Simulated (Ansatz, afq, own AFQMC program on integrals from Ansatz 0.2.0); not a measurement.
AFQMC on a folder of integrals that Ansatz 0.2.0 wrote.

```yaml
crystal:
  periodic: [false, false, false]
  atoms:
    - {symbol: Ga, position_ang: [-0.000002, -0.670693, 3.237082]}
    - {symbol: Si, position_ang: [-0.000016, -0.310413, -0.000041]}
    - {symbol: Ga, position_ang: [-0.000002, -0.670691, -3.237113]}
    - {symbol: H, position_ang: [0.000021, 1.651798, 0.000072]}
basis:
  gaussian: {orbitals: cc-pVDZ}
magnetization: {spin_polarized: false, initial_magnetization: 1}
correlation: {method: ccsd_t, electrons: outside_noble_gas, hamiltonian_folder: ham}
```

```sh
$ ansatz run in.yaml --threads 1 --pin off --events-out ev --progress --plain --max-ram 1382MiB
```

afq runs on the folder ham with

```
--method phaseless --trial cisd --walkers 60 --populations 1 --least-time 40 --time-step 0.005 --steps-per-block 50 --equilibration-blocks 40 --max-blocks 300 --target-error 0.0008 --factor-cut 1e-05 --start spin_pure --seed 7774 --release-times 0.24,0.51,0.99,1.62,2.4 --release-step 0.03 --release-every 4 --taylor-order 6
```

Times are imaginary, in 1/Eh. The walk had a cap of 2099 s. Filled inner d shells are frozen with the cores.

Output of the walk:

```
orbitals 44  electrons 6 5  factors 317 of 877
reference energy -4135.81858679 Eh
CCSD correlation -0.21936890 Eh in 16 cycles, weight of the determinant in the CISD state 0.7706
energy of the start -4136.037956 Eh
 block  time / (1/Eh)  mean weight  energy / Eh
     1     0.250  1.0001  -4136.032840
     2     0.500  0.9991  -4136.032595
     3     0.750  1.0007  -4136.033396
     4     1.000  0.9977  -4136.034820
     5     1.250  0.9998  -4136.035934
     9     2.250  1.0012  -4136.041858
    29     7.250  1.0003  -4136.048111
    57    14.250  1.0008  -4136.051888
    71    17.750  1.0018  -4136.039990
    85    21.250  1.0001  -4136.046424
   113    28.250  1.0011  -4136.044375
   141    35.250  1.0017  -4136.054857
   169    42.250  1.0033  -4136.048106
   183    45.750  1.0006  -4136.071351
   197    49.250  1.0010  -4136.062651
   225    56.250  1.0005  -4136.047852
   253    63.250  1.0008  -4136.050654
   274    68.500  0.9988  -4136.050470
blocks merged  error / Eh  count
     1  0.000406  240
     2  0.000534  120
     4  0.000694  60
     8  0.000751  30
    16  0.000946  15
released: time / (1/Eh)  energy / Eh  error  mean overlap
  0.24  -4136.050006  0.000758  0.9990
  0.51  -4136.050624  0.000813  1.0004
  0.99  -4136.051220  0.000914  0.9853
  1.62  -4136.052355  0.000920  0.9839
  2.40  -4136.053527  0.001632  1.0043
energy -4136.049495 +/- 0.000751 Eh
(rows thinned)
```

The run passed its tests (sampling time, drift between the halves within three errors, error under three times the target), which doesn't prove that it has relaxed. The second half of the sampling lies below the first by 1.6 errors of their difference, so the energy may still be moving and its error bar be too small.

Against this walk (error 20.4 meV) on the same determinant: CCSD(T) 2.6 meV lower (within the noise), CCSDT(Q) 129.2 meV lower. The error is statistical and leaves out the bias of the constraint. None of these is a sure reference here. The released energies are still falling (meV from the phaseless value at times in 1/Eh: -14 ± 21 at 0.24, -31 ± 22 at 0.51, -47 ± 25 at 0.99, -78 ± 25 at 1.62, -110 ± 44 at 2.40), so they give no level.

Cautions: constraint bias not in the error; no relativity below Rb; no spin-orbit coupling; inner d shell frozen; higher spins were not checked; a spin-contaminated unrestricted determinant lies lower (UHF 290 meV lower, ⟨S²⟩ 1.41).

The walk took 9.6 min on 1 thread of AMD EPYC 7R13 Processor (Zen 3) (shared host). The log's last line is the phaseless energy.

CCSDT and higher add their correlation energy to the determinant of the CCSD(T) run, since their own runs factorise the integrals more tightly (a shift of under 2 meV).
